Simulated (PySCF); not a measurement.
Gas-phase reaction: 4 H3SiPH2 ⇌ P4 + 2 Si2H5 + 5 H2

Energies from PySCF, thermal terms from the rigid-rotor harmonic-oscillator model, ideal gas at 1 bar. † marks an energy on the PBE0/def2-TZVP geometry and frequencies; other levels use their own. MP2 freezes the core. 6-31G* has spherical d functions here. Open shells (unrestricted): Si2H5 (multiplicity 2); the rest are closed-shell singlets. B3LYP is the form with VWN-RPA correlation. Si2H5: computed as isolated molecules; such fragments, hydroxides, amides, oligomers or adducts are transient or little studied in the gas. MP2 isn't extrapolated to the basis-set limit; its ΔH°(298 K) is 423.7 kJ in def2-SVP and 344.7 kJ in def2-TZVPP. The harmonic model lacks anharmonicity and excited electronic states, which grow with temperature; levels with a mode under 35 cm⁻¹ are left out. Internal rotation in H3SiPH2, Si2H5 is treated as a harmonic vibration of one conformer, which makes the entropy rough.

| level | ΔE electronic, kJ | ΔH°(298 K), kJ | ΔS°(298 K), J/K | ΔG°(1200 K), kJ |
|---|---|---|---|---|
| B3LYP/6-31G* | 493 | 437 | 398 | -72 |
| B3LYP/def2-TZVP† | 475 | 420 | 395 | -84 |
| MP2/def2-TZVPP† | 400 | 345 | 395 | -159 |
| PBE/def2-TZVP† | 411 | 356 | 395 | -148 |
| PBE0/def2-TZVP | 455 | 400 | 395 | -104 |
ΔH° is lowest at MP2/def2-TZVPP† and highest at B3LYP/6-31G*. No reference value is set beside these.
